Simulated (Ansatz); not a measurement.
## O₃, SMILES O=[O+][O-]: the energy of protonation at one site, step by step

With the Ansatz DFT code, driven from Python.

The cells in order, each with its output:

```python
import ansatz as az
import numpy as np

BASIS_SET = '6-31G*'
XC = 'pbe0'
DISPERSION = 'd3bj'
NET_CHARGE = 1
FORCE_TOL = 0.01
```

```python
geometry_ang = [
    ('O', [0.85171, -0.54683, 0.41002]),
    ('O', [-0.22198, -0.30791, -0.15461]),
    ('O', [-0.62973, 0.85474, -0.25541]),
]
mol = az.Crystal.molecule()
for symbol, xyz in geometry_ang:
    mol = mol.atom(symbol, xyz)
```

```python
calc = mol.calculation().basis(gaussian=BASIS_SET).functional(XC, dispersion=DISPERSION)
symbols = [site.symbol for site in mol.cartesian_sites]
start = np.array([site.position_ang for site in mol.cartesian_sites], dtype=float)
r = calc.relax(force_tolerance=0.01, max_steps=100).run(threads=1).report
end = np.array(r['positions_ang'])
```

```python
# start the new hydrogen opposite the existing bonds
away = sum((end[2] - end[j]) / np.linalg.norm(end[2] - end[j]) for j in [1]) + np.array([0.15, 0.1, -0.2])
proton = end[2] + 1.0 * away / np.linalg.norm(away)
acid = az.Crystal.molecule()
for symbol, place in zip(symbols, end):
    acid = acid.atom(symbol, place.tolist())
acid = acid.atom('H', proton.tolist())
protonated = acid.calculation()
protonated = protonated.basis(gaussian=BASIS_SET)
protonated = protonated.functional(XC, dispersion=DISPERSION)
protonated = protonated.charge(NET_CHARGE).relax(force_tolerance=FORCE_TOL, max_steps=80)
after = protonated.run(threads=1).report
xyz = np.array(after['positions_ang'])
reach = np.linalg.norm(xyz[:-1] - xyz[-1], axis=1)
print(f'base {r["free_energy_ev"]:.5f} eV, protonated {after["free_energy_ev"]:.5f} eV')
print(f'the proton ends {reach.min():.3f} A from {symbols[reach.argmin()]}{reach.argmin()}')
print(f'electronic proton affinity {(r["free_energy_ev"] - after["free_energy_ev"]):.3f} eV')
```

    base -6127.36551 eV, protonated -6133.78054 eV
    the proton ends 1.003 A from O2
    electronic proton affinity 6.415 eV

What to keep in mind:
- Total energies depend on the basis set; only differences at equal settings carry meaning.
- The proton is put on one chosen atom, which needn't be the most basic site, so the molecule's proton affinity can be higher; the ends are stationary points, not checked by frequencies, and zero-point and thermal terms count only where printed.
- Run time: 23 s on 1 thread of Arm Neoverse N1 (shared host), peak memory 0.16 GiB.
